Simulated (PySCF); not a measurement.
Molecule: SMILES [O-]c1cccs1, [C4H3OS]-.

Bonds (- single, = double, # triple, : aromatic): O1-C2, C2:C3, C3:C4, C4:C5, C5:S6, S6:C2. C3 carries H7; C4 carries H8; C5 carries H9. Formal charges: O1 -1.

Total charge -1.

Frames of a GFN2-xTB Langevin trajectory at 300 K; GIAO PBE0/pcSseg-1 shieldings in PySCF, gas phase, non-relativistic; equivalent atoms averaged within each frame.

Shifts are taken against calculated references (same method and geometry level): H2O for 17O (σ = 336.08 ppm); 13C (σ = 186.93 ppm) and 1H (σ = 31.72 ppm) against TMS; CS2 for 33S (σ = 503.73 ppm). The references are static minima.

**Question.** How do the shifts (ppm) fluctuate along the trajectory?

**Answer.** 
```tsv
time (fs)	O1	C2	C4	C5	C3	S6	H8	H9	H7
optimised geometry	334.5	187.8	125.8	93.9	81.8	161	5.88	4.39	4.12
250	389.2	201.7	125.1	86.5	82.8	154	5.72	3.99	3.41
425	343.1	193.1	120.9	89.6	76.2	178	5.32	4.51	3.16
625	341.3	191.7	131.1	92.0	89.7	181	5.97	4.37	4.12
800	324.4	180.5	131.8	92.9	77.0	168	5.60	3.41	4.04
1000	326.3	187.1	137.0	114.9	85.4	227	6.56	5.77	4.43
mean of frames	344.9	190.8	129.2	95.2	82.2	182	5.83	4.41	3.83
standard deviation	26.2	7.8	6.3	11.3	5.7	28	0.47	0.87	0.53
```

5 frames give an uncertainty of the mean of about the standard deviation over 2.2 at best, since frames this close in time may not be independent; classical motion lacks zero-point vibration, and the reference would need the same averaging.
